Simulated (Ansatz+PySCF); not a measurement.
singlet C5H12: levels of theory in one basis

```yaml
atoms:
  - { symbol: C, position_ang: [0.0000, 0.0000, 0.0000] }
  - { symbol: C, position_ang: [0.8840, 0.8840, 0.8840] }
  - { symbol: C, position_ang: [0.8840, -0.8840, -0.8840] }
  - { symbol: C, position_ang: [-0.8840, 0.8840, -0.8840] }
  - { symbol: C, position_ang: [-0.8840, -0.8840, 0.8840] }
  - { symbol: H, position_ang: [0.2752, 1.5336, 1.5336] }
  - { symbol: H, position_ang: [1.5336, 0.2752, 1.5336] }
  - { symbol: H, position_ang: [1.5336, 1.5336, 0.2752] }
  - { symbol: H, position_ang: [0.2752, -1.5336, -1.5336] }
  - { symbol: H, position_ang: [1.5336, -0.2752, -1.5336] }
  - { symbol: H, position_ang: [1.5336, -1.5336, -0.2752] }
  - { symbol: H, position_ang: [-1.5336, 0.2752, -1.5336] }
  - { symbol: H, position_ang: [-1.5336, 1.5336, -0.2752] }
  - { symbol: H, position_ang: [-0.2752, 1.5336, -1.5336] }
  - { symbol: H, position_ang: [-1.5336, -1.5336, 0.2752] }
  - { symbol: H, position_ang: [-0.2752, -1.5336, 1.5336] }
  - { symbol: H, position_ang: [-1.5336, -0.2752, 1.5336] }
```

Basis set: def2-SVP (spherical functions). Frozen core: 5 orbitals. Charge 0, multiplicity 1.

Computed with Ansatz (development build ahead of 0.2.0); each method stands on the lowest determinant of its kind that the runs found.

```
method  E − E(RHF) (eV)  <S²> of the determinant
   RHF             0.00                     0.00
```

Problem. What does RHF-MP2 give on the same scale?

Solution. -20.11 eV.

Problem. Is a single determinant a sound starting point here?

Solution. By this sign, yes. Unrestricted orbitals gain 0.00 eV and <S²> is 0.00 against 0.00 for a pure state.
